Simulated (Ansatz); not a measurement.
## Which is lower?

The two ends of one reaction step of CH4ClS (charge -1), closed shell (PBE0-D4/def2-TZVPD).

A:

```
atom    x (Å)    y (Å)    z (Å)
 Cl1  -1.3577   0.9428   2.0751
  C2  -0.5132   0.1715   0.6572
  S3   1.0557  -1.1224  -1.9026
  H4  -0.6484   0.8042  -0.2120
  H5  -0.9563  -0.8029   0.4871
  H6   0.5391   0.0706   0.8953
  H7   1.8805  -0.0635  -2.0002
```

B:

Cl1  (0.898, 1.919, 1.820)
C2  (-0.557, -0.597, -0.349)
S3  (1.075, -0.076, -0.935)
H4  (-1.334, -0.345, -1.073)
H5  (-0.579, -1.672, -0.162)
H6  (-0.744, -0.060, 0.584)
H7  (1.242, 0.832, 0.115)
(Å)

Ansatz 0.2.0; basis: def2-TZVPPD; cores frozen in the correlated methods. B3LYP uses VWN-RPA correlation.

(1) Which structure is lower at CCSD(T), and by how much? (Judge from chemistry; the value comes from the calculation.)

The T1 diagnostic stays at or below 0.010.

Results:

(1) By the calculation: B, by 97.7 kJ/mol (electronic energy, against the other). By their contacts, A is a complex of CH₃Cl ([CH3][Cl]) + HS, total charge -1 and B is a complex of CH₄S ([CH3][SH]) + Cl, total charge -1.

All methods give the same order:

```tsv
method	E(B) − E(A) (kJ/mol)
SPW92	-115.6
PBE-D4	-104.7
BLYP-D4	-99.4
r2SCAN-D4	-105.4
B97M-V	-100.3
PBE0-D4	-106.6
B3LYP-D4	-102.0
r2SCAN0-D4	-106.1
BHLYP-D4	-102.3
CAM-B3LYP-D4	-104.5
wB97X-V	-103.9
wB97M-V	-100.1
B2PLYP	-100.2
PBE-QIDH	-106.0
RPA on PBE	-95.2
HF	-86.4
MP2	-103.6
CCSD	-96.4
CCSD(T)	-97.7
```

Labels in which every atom is bracketed show which atoms are joined, not bond orders.

For scale, one of the runs: CCSD(T)/def2-TZVPPD, 207 basis functions, launched by `ansatz run in.yaml --threads 2 --pin off --events-out ev --progress --plain --max-ram 4352MiB`. Hardware: 2 CPU threads of an Intel Xeon Platinum 8259CL, shared host. Wall time 63 s; peak host memory 2.6 GiB.
